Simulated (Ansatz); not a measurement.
H2N, SMILES `[NH2+]` (excited singlet) (charge 1, multiplicity 1). This singlet is an excited state, 1.22 eV above the relaxed triplet at the level composite: frozen-core CCSD(T) with HF/cc-pV5Z and the correlation energy extrapolated as X^-3 from cc-pVQZ and cc-pV5Z, plus full CI minus CCSD(T) in cc-pVDZ // PBE0-D3(BJ)/def2-TZVP (Ansatz, an electronic-structure program).

Computed with frozen-core CCSD(T)/cc-pVDZ // PBE0-D3(BJ)/def2-TZVP (Ansatz).

Ansatz 0.2 input:
```yaml
crystal:
  periodic: [false, false, false]
  atoms:
    - { symbol: N, position_ang: [0.000696, -0.260915, -0.326567] }
    - { symbol: H, position_ang: [0.847891, 0.132721, 0.163281] }
    - { symbol: H, position_ang: [-0.848587, 0.128195, 0.163287] }
basis:
  gaussian: { orbitals: cc-pVDZ }
correlation:
  method: ccsd_t
total_charge: 1
```

Output:

```
Functional definition: HF
226 factors; integrals over basis functions are off by at most 1.6e-3 eV
mean field evaluation 1: about -1499.8648 eV, gradient 1.6e1 eV
mean field evaluation 2: about -1499.8644 eV, gradient 1.6e1 eV
mean field evaluation 4: about -1500.4457 eV, gradient 7.3e-1 eV
mean field evaluation 8: about -1500.4476 eV, gradient 7.4e-7 eV
mean field evaluation 16: about -1500.4475 eV, gradient 1.0e-1 eV
mean field -1500.44759008 eV, -55.1404318955 hartree, gradient 2.3e-6 eV, S^2 0.000000; 0 other end points of the search recorded, 0 dependent functions left out; unrestricted orbitals would lower it
1 core orbitals not correlated
reference -1500.44759008 eV, -55.1404318955 hartree; 3, 3 occupied and 20, 20 virtual orbitals, 226 factors
second order -3.31338664 eV of doubles, -0.00000000 eV of singles
cycle   1  -3.81618947 eV  change   -5.0e-1 eV  update   4.7e-2
cycle   2  -4.03662396 eV  change   -2.2e-1 eV  update   2.4e-2
cycle   3  -4.06898338 eV  change   -3.2e-2 eV  update   1.2e-2
cycle   4  -4.07863581 eV  change   -9.7e-3 eV  update   6.6e-3
cycle   5  -4.08460248 eV  change   -6.0e-3 eV  update   3.3e-3
cycle   6  -4.08587931 eV  change   -1.3e-3 eV  update   1.0e-3
cycle   7  -4.08596818 eV  change   -8.9e-5 eV  update   1.9e-4
cycle   8  -4.08593591 eV  change    3.2e-5 eV  update   3.2e-5
cycle   9  -4.08594859 eV  change   -1.3e-5 eV  update   7.2e-6
cycle  10  -4.08594850 eV  change    8.8e-8 eV  update   2.1e-6
perturbative correction -0.08060806 eV, -0.0029622915 hartree
Total energy: -1504.61414664 eV, -55.2935500248 hartree
```
